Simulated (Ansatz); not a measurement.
**Nudged elastic band run: C2H10Si**

Input:

```yaml
crystal:
  periodic: [false, false, false]
  atoms:
    - { symbol: Si, position_ang: [-0.954164, -0.244258, -0.022817] }
    - { symbol: C, position_ang: [0.339528, -1.609383, 0.212986] }
    - { symbol: H, position_ang: [-2.235175, -0.845325, -0.548161] }
    - { symbol: H, position_ang: [-1.268427, 0.392259, 1.309746] }
    - { symbol: C, position_ang: [-0.331647, 1.079716, -1.22823] }
    - { symbol: H, position_ang: [1.989532, 1.435536, 1.947881] }
    - { symbol: H, position_ang: [1.225398, 1.407405, 1.989999] }
    - { symbol: H, position_ang: [-0.021476, -2.389811, 0.913742] }
    - { symbol: H, position_ang: [0.573255, -2.100073, -0.754586] }
    - { symbol: H, position_ang: [1.281712, -1.190154, 0.621782] }
    - { symbol: H, position_ang: [-0.109803, 0.634251, -2.220179] }
    - { symbol: H, position_ang: [0.598139, 1.550782, -0.848277] }
    - { symbol: H, position_ang: [-1.086872, 1.879058, -1.373787] }
basis:
  gaussian: { orbitals: def2-SVP }
hamiltonian:
  xc: revpbe
  dispersion: d4
neb:
  order_check: false
  images: 7
  f_tol: 0.03
  max_iterations: 60
  final_atoms:
    - { symbol: Si, position_ang: [-1.44626502, 0.7815961, 0.3283674] }
    - { symbol: C, position_ang: [1.54700264, -1.67470818, 0.60707496] }
    - { symbol: H, position_ang: [-1.80743202, -0.67644224, 0.21929795] }
    - { symbol: H, position_ang: [-2.72299905, 1.57737753, 0.4197468] }
    - { symbol: C, position_ang: [-0.42737236, 1.33899769, -1.16960128] }
    - { symbol: H, position_ang: [1.6804102, -0.60678127, 0.86713814] }
    - { symbol: H, position_ang: [-0.67534913, 0.98492566, 1.60607521] }
    - { symbol: H, position_ang: [0.99751344, -2.18381398, 1.42276319] }
    - { symbol: H, position_ang: [0.96732186, -1.75847812, -0.33161564] }
    - { symbol: H, position_ang: [2.53843863, -2.1499275, 0.47311934] }
    - { symbol: H, position_ang: [-0.99760376, 1.19001921, -2.10944619] }
    - { symbol: H, position_ang: [0.5163843, 0.76198905, -1.24205967] }
    - { symbol: H, position_ang: [-0.17004973, 2.41524905, -1.09076121] }
  initial_path:
    images:
      - { positions_ang: [[-0.954164, -0.244258, -0.022817], [0.339528, -1.609383, 0.212986], [-2.235175, -0.845325, -0.548161], [-1.268427, 0.392259, 1.309746], [-0.331647, 1.079716, -1.22823], [1.989532, 1.435536, 1.947881], [1.225398, 1.407405, 1.989999], [-0.021476, -2.389811, 0.913742], [0.573255, -2.100073, -0.754586], [1.281712, -1.190154, 0.621782], [-0.109803, 0.634251, -2.220179], [0.598139, 1.550782, -0.848277], [-1.086872, 1.879058, -1.373787]] }
      - { positions_ang: [[-0.9190973, -0.16594474, 0.01124684], [0.43356805, -1.55575193, 0.30678335], [-2.10130843, -0.83639284, -0.58857878], [-1.36287371, 0.3796294, 1.30003042], [-0.30574019, 1.14653947, -1.2092809], [1.67428831, 1.05976358, 1.72375497], [1.03874066, 1.27194569, 1.79836343], [0.18243952, -2.21874901, 1.09260516], [0.50945857, -2.14292667, -0.54752024], [1.38769829, -1.20258707, 0.50562907], [-0.24933136, 0.76590568, -2.1966766], [0.66103967, 1.50391095, -0.95409478], [-0.94888207, 1.99466049, -1.24216293]] }
      - { positions_ang: [[-0.8840306, -0.08763148, 0.04531067], [0.5276081, -1.50212087, 0.40058069], [-1.96744186, -0.82746068, -0.62899657], [-1.45732041, 0.3669998, 1.29031484], [-0.27983338, 1.21336294, -1.19033181], [1.35904461, 0.68399116, 1.49962894], [0.85208332, 1.13648637, 1.60672787], [0.38635503, -2.04768701, 1.27146832], [0.44566213, -2.18578035, -0.34045449], [1.49368457, -1.21502015, 0.38947615], [-0.38885973, 0.89756037, -2.1731742], [0.72394035, 1.45703991, -1.05991255], [-0.81089213, 2.11026299, -1.11053886]] }
      - { positions_ang: [[-0.8489639, -0.00931822, 0.07937451], [0.62164815, -1.4484898, 0.49437804], [-1.83357529, -0.81852852, -0.66941435], [-1.55176712, 0.35437019, 1.28059927], [-0.25392656, 1.28018642, -1.17138271], [1.04380092, 0.30821874, 1.2755029], [0.66542597, 1.00102706, 1.4150923], [0.59027055, -1.87662502, 1.45033148], [0.3818657, -2.22863402, -0.13338873], [1.59967086, -1.22745322, 0.27332322], [-0.52838809, 1.02921505, -2.1496718], [0.78684102, 1.41016886, -1.16573033], [-0.6729022, 2.22586548, -0.9789148]] }
      - { positions_ang: [[-0.8138972, 0.06899505, 0.11343835], [0.7156882, -1.39485874, 0.58817538], [-1.69970872, -0.80959636, -0.70983214], [-1.64621383, 0.34174059, 1.27088369], [-0.22801975, 1.34700989, -1.15243361], [0.72855722, -0.06755368, 1.05137687], [0.47876863, 0.86556774, 1.22345674], [0.79418607, -1.70556303, 1.62919464], [0.31806926, -2.27148769, 0.07367702], [1.70565714, -1.23988629, 0.1571703], [-0.66791646, 1.16086974, -2.1261694], [0.8497417, 1.36329781, -1.27154811], [-0.53491226, 2.34146798, -0.84729073]] }
      - { positions_ang: [[-0.97198916, 0.24714531, 0.16717061], [0.92351681, -1.4648211, 0.59290028], [-1.72663954, -0.77630783, -0.47754962], [-1.91541013, 0.65064982, 1.05809947], [-0.2778579, 1.34500684, -1.15672553], [0.96652047, -0.20236058, 1.00531719], [0.19023919, 0.89540722, 1.31911135], [0.84501791, -1.82512577, 1.57758678], [0.48038241, -2.1432353, -0.02764614], [1.91385251, -1.4673966, 0.23615756], [-0.75033828, 1.1681571, -2.1219886], [0.76640235, 1.21297062, -1.264176], [-0.44369663, 2.35991325, -0.90815835]] }
      - { positions_ang: [[-1.13008111, 0.42529557, 0.22090288], [1.13134542, -1.53478346, 0.59762517], [-1.75357037, -0.7430193, -0.2452671], [-2.18460644, 0.95955906, 0.84531525], [-0.32769605, 1.34300379, -1.16101745], [1.20448371, -0.33716747, 0.9592575], [-0.09829025, 0.9252467, 1.41476597], [0.89584975, -1.9446885, 1.52597892], [0.64269556, -2.01498291, -0.12896931], [2.12204788, -1.6949069, 0.31514482], [-0.83276011, 1.17544447, -2.1178078], [0.683063, 1.06264343, -1.25680389], [-0.352481, 2.37835852, -0.96902597]] }
      - { positions_ang: [[-1.28817306, 0.60344583, 0.27463514], [1.33917403, -1.60474582, 0.60235006], [-1.78050119, -0.70973077, -0.01298458], [-2.45380275, 1.26846829, 0.63253102], [-0.3775342, 1.34100074, -1.16530936], [1.44244696, -0.47197437, 0.91319782], [-0.38681969, 0.95508618, 1.51042059], [0.9466816, -2.06425124, 1.47437106], [0.80500871, -1.88673051, -0.23029247], [2.33024326, -1.9224172, 0.39413208], [-0.91518194, 1.18273184, -2.11362699], [0.59972365, 0.91231624, -1.24943178], [-0.26126536, 2.39680378, -1.02989359]] }
      - { positions_ang: [[-1.44626502, 0.7815961, 0.3283674], [1.54700264, -1.67470818, 0.60707496], [-1.80743202, -0.67644224, 0.21929795], [-2.72299905, 1.57737753, 0.4197468], [-0.42737236, 1.33899769, -1.16960128], [1.6804102, -0.60678127, 0.86713814], [-0.67534913, 0.98492566, 1.60607521], [0.99751344, -2.18381398, 1.42276319], [0.96732186, -1.75847812, -0.33161564], [2.53843863, -2.1499275, 0.47311934], [-0.99760376, 1.19001921, -2.10944619], [0.5163843, 0.76198905, -1.24205967], [-0.17004973, 2.41524905, -1.09076121]] }
```

Command:

```bash
$ ansatz run input.yaml --threads 2 --pin off --max-ram 3072MiB --backend cpu --events-out ev --progress --plain --runs-dir out
```

Output, in part (warnings, iteration lines, the closing report on the highest movable image, with atoms numbered from 0):

```
NEB end point (image 0): max|allowed force component| = 1.491e-2 eV/Å (the criterion of neb.relax_end_points is 1.000e-2)
NEB end point (image 8): max|allowed force component| = 2.786e-2 eV/Å (the criterion of neb.relax_end_points is 1.000e-2)
NEB iter   1: max|band force component| = 5.762e0 eV/Å  barrier→ = 4.1298 eV  barrier← = 4.4226 eV  Δτ_max = 0.2000 Å  (233 SCF iters)
NEB iter   2: max|band force component| = 1.799e0 eV/Å  barrier→ = 2.3002 eV  barrier← = 2.5930 eV  Δτ_max = 0.2000 Å  (185 SCF iters)
NEB iter   3: max|band force component| = 1.828e0 eV/Å  barrier→ = 2.1345 eV  barrier← = 2.4273 eV  Δτ_max = 0.1004 Å  (188 SCF iters)
NEB iter   4: max|band force component| = 1.579e0 eV/Å  barrier→ = 2.0921 eV  barrier← = 2.3848 eV  CI = image 4  Δτ_max = 0.1993 Å  (189 SCF iters)
NEB iter   5: max|band force component| = 1.683e0 eV/Å  barrier→ = 2.5031 eV  barrier← = 2.7959 eV  CI = image 4  Δτ_max = 0.1997 Å  (187 SCF iters)
NEB iter   6: max|band force component| = 2.164e0 eV/Å  barrier→ = 3.0169 eV  barrier← = 3.3096 eV  CI = image 4  Δτ_max = 0.1976 Å  (188 SCF iters)
NEB iter   7: max|band force component| = 6.927e-1 eV/Å  barrier→ = 2.9115 eV  barrier← = 3.2043 eV  CI = image 4  Δτ_max = 0.1985 Å  (182 SCF iters)
NEB iter   8: max|band force component| = 2.454e-1 eV/Å  barrier→ = 2.8682 eV  barrier← = 3.1610 eV  CI = image 4  Δτ_max = 0.1264 Å  (185 SCF iters)
NEB iter   9: max|band force component| = 4.008e-1 eV/Å  barrier→ = 2.8605 eV  barrier← = 3.1532 eV  CI = image 4  Δτ_max = 0.0638 Å  (183 SCF iters)
NEB iter  10: max|band force component| = 4.038e-1 eV/Å  barrier→ = 2.8466 eV  barrier← = 3.1394 eV  CI = image 4  Δτ_max = 0.0646 Å  (188 SCF iters)
NEB iter  11: max|band force component| = 1.909e-1 eV/Å  barrier→ = 2.8327 eV  barrier← = 3.1255 eV  CI = image 4  Δτ_max = 0.1271 Å  (191 SCF iters)
NEB iter  12: max|band force component| = 1.933e-1 eV/Å  barrier→ = 2.8168 eV  barrier← = 3.1096 eV  CI = image 4  Δτ_max = 0.0637 Å  (185 SCF iters)
NEB iter  13: max|band force component| = 1.955e-1 eV/Å  barrier→ = 2.8105 eV  barrier← = 3.1033 eV  CI = image 4  Δτ_max = 0.0319 Å  (188 SCF iters)
NEB iter  14: max|band force component| = 1.430e-1 eV/Å  barrier→ = 2.8080 eV  barrier← = 3.1008 eV  CI = image 4  Δτ_max = 0.0319 Å  (190 SCF iters)
NEB iter  15: max|band force component| = 8.624e-2 eV/Å  barrier→ = 2.8058 eV  barrier← = 3.0986 eV  CI = image 4  Δτ_max = 0.0319 Å  (192 SCF iters)
NEB iter  16: max|band force component| = 7.973e-2 eV/Å  barrier→ = 2.8041 eV  barrier← = 3.0968 eV  CI = image 4  Δτ_max = 0.0319 Å  (193 SCF iters)
NEB iter  17: max|band force component| = 9.671e-2 eV/Å  barrier→ = 2.8030 eV  barrier← = 3.0958 eV  CI = image 4  Δτ_max = 0.0638 Å  (191 SCF iters)
NEB iter  18: max|band force component| = 1.128e-1 eV/Å  barrier→ = 2.8052 eV  barrier← = 3.0980 eV  CI = image 4  Δτ_max = 0.0319 Å  (189 SCF iters)
NEB iter  19: max|band force component| = 8.996e-2 eV/Å  barrier→ = 2.8027 eV  barrier← = 3.0955 eV  CI = image 4  Δτ_max = 0.0319 Å  (185 SCF iters)
NEB iter  20: max|band force component| = 5.013e-2 eV/Å  barrier→ = 2.8019 eV  barrier← = 3.0947 eV  CI = image 4  Δτ_max = 0.0319 Å  (187 SCF iters)
NEB iter  21: max|band force component| = 3.809e-2 eV/Å  barrier→ = 2.8019 eV  barrier← = 3.0947 eV  CI = image 4  Δτ_max = 0.0320 Å  (172 SCF iters)
NEB iter  22: max|band force component| = 4.828e-2 eV/Å  barrier→ = 2.8019 eV  barrier← = 3.0946 eV  CI = image 4  Δτ_max = 0.0160 Å  (178 SCF iters)
NEB iter  23: max|band force component| = 1.316e-2 eV/Å  barrier→ = 2.8018 eV  barrier← = 3.0946 eV  CI = image 4  Δτ_max = 0.0000 Å  (350 SCF iters)
Total energy: -10105.82748075 eV, -371.3823099416 hartree
Atom 0 at    -0.669284     0.159743     0.179062 Å, force     0.006285    -0.003497     0.007335 eV/Å
Atom 1 at     0.819172    -1.436859     0.708062 Å, force    -0.000654    -0.001550    -0.000337 eV/Å
Atom 2 at    -1.354773    -1.017802    -0.535350 Å, force     0.001108     0.003145     0.001575 eV/Å
Atom 3 at    -1.606008     0.463769     1.315758 Å, force     0.002071    -0.001677    -0.002913 eV/Å
Atom 4 at    -0.422046     1.375889    -1.249489 Å, force     0.000987    -0.003174    -0.003291 eV/Å
Atom 5 at     0.791155    -0.096426     0.970829 Å, force    -0.005252     0.006083    -0.002226 eV/Å
Atom 6 at     0.611077     1.058542     1.102498 Å, force    -0.000587    -0.002055    -0.001007 eV/Å
Atom 7 at     0.101876    -2.126869     1.191106 Å, force    -0.000600    -0.000446    -0.000474 eV/Å
Atom 8 at     1.055267    -1.765249    -0.322110 Å, force    -0.000676    -0.000960     0.000106 eV/Å
Atom 9 at     1.761442    -1.425473     1.303877 Å, force    -0.001494     0.001262    -0.000525 eV/Å
Atom 10 at    -1.287236     1.311892    -1.943254 Å, force     0.000177     0.000573     0.000235 eV/Å
Atom 11 at     0.483463     1.081691    -1.821442 Å, force    -0.000910     0.002074     0.000414 eV/Å
Atom 12 at    -0.284106     2.417155    -0.899446 Å, force    -0.000456     0.000222     0.001107 eV/Å
Dipole moment:     0.158223    -0.137632    -0.083868 e Å
```

The run converged. The profile has 2 maxima (images 1, 4) with wells between them (image 2): this band takes more than one step, which may be the mechanism or a detour left from its start path. Neighbouring images differ by up to 2.6 eV, so the band resolves the path poorly. A vibrational analysis at the climbing image gives one clearly imaginary mode, 1474i cm⁻¹: a first-order saddle point. The orbitals stay closed-shell, which can raise the energy where a bond breaks towards radicals; this wasn't checked here.

Final band (atoms are numbered from 1 in the order of the input):

```tsv
image	path coordinate (Å)	energy (kJ/mol)	Si1–C2 (Å)	H6–H7 (Å)	Si1–H7 (Å)
0	0.00	0.0	1.90	0.77	3.40
1	1.69	6.4	1.90	0.77	3.39
2	3.38	0.9	1.90	0.77	3.96
3	5.08	20.0	1.91	0.76	2.91
4	6.77	270.3	2.25	1.18	1.82
5	7.90	63.1	2.92	1.62	1.52
6	9.04	-16.9	3.49	2.06	1.50
7	10.18	-27.2	3.84	2.68	1.51
8	11.32	-28.2	3.88	2.94	1.51
```

Run time: 3.5 min on 2 threads of Arm Neoverse V2, on a shared host, peak memory 0.13 GiB.
